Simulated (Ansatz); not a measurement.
## Ge: short dynamics, then relaxation

A packing of 14 atoms, thrown in at random and pushed apart as soft spheres with like charges further apart (14 Ge) went through Langevin stages in a fixed cell of 23.04 Å³/atom, at one k point, without spin and with a Fermi–Dirac width of kT (0.05 eV at least). These are results of DFT PBE, scalar-relativistic, plane waves, PAW in Ansatz, not measurements.

```tsv
thermostat (K)	duration (fs)	friction (1/fs)	cutoff (eV)	mean T (K)	mean P (GPa)	mean square displacement (Å²)
3000	72	0.030	320	2928	3.8	0.24
3000	408	0.005	420	3053	4.4	2.43
2160	333	0.005	420	1688	1.3	1.87
1200	318	0.015	420	1068	1.5	0.65
300	204	0.015	420	272	-0.7	0.10
```

Means run over the second half of a stage; pressure includes the kinetic part; displacements count from the stage's start, the atoms' common shift taken off.

Cell and atoms were then relaxed on coarser meshes and computed once more: Settings: cutoff 420 eV, Γ-centred mesh 6×5×5 on the computed 14-atom cell, Gaussian smearing of 0.10 eV; no spin polarisation.

**Question.** What structure is left?

**Answer.** One draw of many: 20.60 Å³/atom with no gap on the mesh, 0.31 eV/atom above the elements' standard states (static lattices, no corrections for gases) (a random packing after short dynamics, relaxed).

Counting as bonded all pairs within 1.2 times the summed covalent radii:

```
atom → neighbour mean count mean length (Å) spread (Å)
         Ge → Ge        4.71             2.71        0.07
```

Angles between all pairs of such bonds at an atom (mean ± spread): 103 ± 27° at Ge.

```xyz
14
Lattice="5.5915 0.1069 -0.7690 0.1263 7.4120 0.0107 -0.7612 0.0018 7.0673" Properties=species:S:1:pos:R:3 pbc="T T T"
Ge    0.1894    5.3286    6.1573
Ge    1.6232    1.3418    6.0015
Ge    4.2490    7.1141    3.4112
Ge    0.2307    1.2431    2.6524
Ge    2.7250    1.0922    1.5742
Ge    4.5064    1.2850    5.6004
Ge    0.0085    3.0687    4.6110
Ge    4.7284    5.0326    1.7375
Ge    2.9419    3.3693    4.9610
Ge    0.4117    3.2785    0.8835
Ge    1.6280    6.7735    4.3207
Ge    1.9254    5.9050    1.6021
Ge    2.6444    3.5078    2.4122
Ge    3.2075    5.6108    6.1810
```

The final mesh leaves forces up to 0.39 eV/Å and stresses up to 1.9 GPa: the relaxation ran on a coarser mesh, so the cell's shape, its bonds and its energy belong partly to that mesh.

Cost: 6 runs of about 70 core-minutes in all (earlier runs that led there not counted), on Intel Xeon Processor @ 2.50GHz (Skylake/Cascade Lake) (shared hosts).